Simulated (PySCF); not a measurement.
# Si: electron affinity

Si⁻ [Ne] 3s2 3p3 (4S) → Si [Ne] 3s2 3p2 (3P), as a difference of total energies. Calculation: PySCF 2.14, in x2c-TZVPPall with one added diffuse shell each of s, p, d type (6s6p4d1f, 51 functions); the spin-free X2C one-electron Hamiltonian (Gaussian nucleus). Correlated levels: valence: [Ne] frozen; valence and next inner shell: 1s2 frozen. The calculations carry no spin-orbit coupling.

| method | electron affinity (eV) |
| --- | --- |
| UHF | 0.845 |
| LDA | 1.584 |
| PBE | 1.481 |
| PBE0 | 1.447 |
| r2SCAN | 1.532 |
| BP86 | 1.545 |
| LC-wPBE | 1.418 |
| wB97M-V | 1.284 |
| BLYP | 1.216 |
| MP2 (valence) | 1.361 |
| SCS-MP2 (valence) | 1.184 |
| MP2 (valence and next inner shell) | 1.354 |
| SCS-MP2 (valence and next inner shell) | 1.179 |

A first-order spin-orbit estimate (lowest level to lowest level, LS coupling) adds -0.016 eV.

Errors of the correlated levels include the incompleteness of this basis and the frozen core.

In the anion the highest occupied orbital energy is positive at LDA, PBE, PBE0, r2SCAN, BP86, BLYP, a self-interaction effect; the basis confines that electron, and the energy difference can still be sensible.

Task: Which method comes closest to the reference value, and which is furthest?

Result: The reference is 1.390 eV (measured; photodetachment measurements, as compiled on the Wikipedia data page of electron affinities). Closest: LC-wPBE (error 0.011 eV); furthest: UHF (error -0.562 eV), both after the spin-orbit estimate.
